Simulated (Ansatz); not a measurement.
# AlBH2 (singlet): from Hartree-Fock to the top rungs at a displaced geometry (v1), cc-pVTZ

The task here is to estimate one member of a computed series from the others.

Method: cc-pVTZ, core rule «outside noble gas», up to 6 orbitals frozen; program: Ansatz 0.2.0, Gaussian basis.

The runs, in order: UHF; CCSD(T) on RHF; CCSD(T) on UHF; BCCD(T) on RHF; CCSDT(Q) on RHF; CASSCF and NEVPT2, 8 electrons in 10 orbitals.

13 further runs of the same task are left out: 6 that didn't finish, 7 set aside as unsound or not needed. Runs told in other sessions of the task aren't counted.

## What is computed

The geometry is a PBE0/def2-TZVP stationary point (not a proven minimum) with its atoms shifted at random (size 0.040 Å).

4 atoms, charge 0, spin multiplicity 1.

Atoms are counted from 1 here; the program's logs count them from 0.

Bond lengths: B1–Al2 2.252 Å, B1–H3 1.215 Å, B1–H4 1.211 Å. Angles: Al2–B1–H3 120.7°, Al2–B1–H4 121.6°, H3–B1–H4 117.6°.

As a file:

```mol
AlBH2
  3D, bonds by distance, orders not assigned

  4  3  0  0  0  0  0  0  0  0999 V2000
    0.0008    0.0103    1.4943 B   0  0
   -0.0001   -0.0058   -0.7573 Al  0  0
    0.0479    1.0585    2.1072 H   0  0
   -0.0549   -1.0143    2.1370 H   0  0
  1  2  8  0
  1  3  8  0
  1  4  8  0
M  END
```

The first run:

File in.yaml:

```yaml
crystal:
  periodic: [false, false, false]
  atoms:
    - {symbol: B, position_ang: [0.000780, 0.010346, 1.494313]}
    - {symbol: Al, position_ang: [-0.000053, -0.005797, -0.757291]}
    - {symbol: H, position_ang: [0.047911, 1.058493, 2.107183]}
    - {symbol: H, position_ang: [-0.054866, -1.014281, 2.136985]}
basis:
  gaussian: {orbitals: cc-pVTZ}
magnetization: {spin_polarized: true, initial_magnetization: 0}
hamiltonian: {xc: hf}
output: {orbitals: {seedname: orbitals}}
```

Command:

```bash
> ansatz run in.yaml --threads 1 --pin off --events-out ev --progress --plain --max-ram 2393MiB
```

Among the steps run: UHF; CCSD(T) on RHF; CCSD(T) on UHF; BCCD(T) on RHF; CCSDT(Q) on RHF; CASSCF and NEVPT2, 8 electrons in 10 orbitals.

One of the session's tables, all rows but one given; the rest of the session is left out.

| method | from RCCSDT(Q) (meV) |
| --- | --- |
| RHF | +5260.4 |
| UHF | +5043.4 |
| RMP2 | +1125.6 |
| UMP2 | +1292.2 |
| RCCSD | +185.4 |
| UCCSD | +208.5 |
| RCCSD(T) | ? |
| UCCSD(T) | +50.5 |
| BCCD(T) | +33.1 |
| RCCSDT | +7.3 |
| RCCSDT(Q) | 0 |
| CASSCF valence | +2796.0 |
| NEVPT2 valence | +863.7 |

Estimate the missing values for RCCSD(T).

As computed: from RCCSDT(Q) (meV): +33.6. In the column «from RCCSDT(Q) (meV)» it lies between BCCD(T) (+33.1) and UCCSD(T) (+50.5).

Limits of these values: The determinant of HF (⟨S²⟩ 0.71) is far from a pure spin state, so its energy mixes those of several spin states; that is harmless only where they are near-degenerate. The determinant of CCSD(T) (⟨S²⟩ 0.71) is far from a pure spin state, so its energy mixes those of several spin states; high orders of coupled cluster remove much of that, low ones don't. Warnings: restricted reference is unstable; spin contamination. Restricted and unrestricted rows rest on different reference determinants; a gap between their highest levels can come from leftover correlation error, from unlike frozen cores or from another state.
